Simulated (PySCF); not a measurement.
```xyz
3
charge 0 multiplicity 3, angstrom
C     0.0000    0.0000   -0.0596
H     0.9960    0.0000    0.3551
H    -0.9960    0.0000    0.3551
```

All numbers come from PySCF, UPBE0, basis C def2-TZVP, H def2-TZVP (no relativity, density fitting).

This geometry of CH2 is a stationary point at this level.

What is the point group?

C2v.

Is it a minimum?

Yes: all harmonic wavenumbers are real.

Give the atomic charges and bond orders.


```json
{"atom": "C1", "Mulliken": "-0.33", "Löwdin": "-0.17", "polar tensor": "-0.18", "spin (Mulliken)": "2.08", "Mayer order to C1": "–"}
{"atom": "H2,3", "Mulliken": "0.16", "Löwdin": "0.09", "polar tensor": "0.09", "spin (Mulliken)": "-0.04", "Mayer order to C1": "0.95"}
```

Give the ideal-gas entropy at 298.15 K and 1 bar by parts.

translation 141.8, rotation 44.0, vibration 0.3, spin 9.1; total 195.3 J/(mol K).

Other isomers or separated fragments may lie lower.
